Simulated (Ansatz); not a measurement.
Results of BLYP (Ansatz, a first-principles code, plane waves, PAW) for rock-salt MgS.

Run with plane-wave cutoff 520 eV, 12×12×12 k mesh, Fermi–Dirac smearing 0.01 eV, scalar-relativistic PAW data made under PBE.

Energies at three volumes about the minimum:

```
V (Å³/atom)  E − E_lowest (meV/atom)
-----------  -----------------------
18.128                          1.61
18.498                          0.00
18.868                          1.55
```

Question: Fit a parabola by hand: where is the minimum, what lattice constant follows, and what is the bulk modulus?

Answer: Slopes: (0.00 − 1.61)/(18.498 − 18.128) = -4.351 and (1.55 − 0.00)/(18.868 − 18.498) = 4.189 meV/Å³. Curvature E″ = 2 × (4.189 − (-4.351))/(18.868 − 18.128) = 23.081 meV/Å⁶. From the middle of the first interval, the slope vanishes at V0 = 18.3130 − (-4.351)/23.081 = 18.502 Å³/atom. B = V0 E″ = 18.502 × 23.081 meV/Å³ × 0.1602 GPa per meV/Å³ = 68.4 GPa. With 8 atoms in the cube, a = (8 × 18.502)^(1/3) = 5.290 Å. The full Birch–Murnaghan fit to all volumes gives V0 = 18.496 Å³/atom and B0 = 68.4 GPa.

Measured, for comparison: bulk modulus 81 GPa, lattice constant a 5.188 Å (corrected for zero-point motion; as tabulated in Goldzak et al. (2022), arXiv:2208.04865). Computed (rounded) less measured: bulk modulus -16 %.
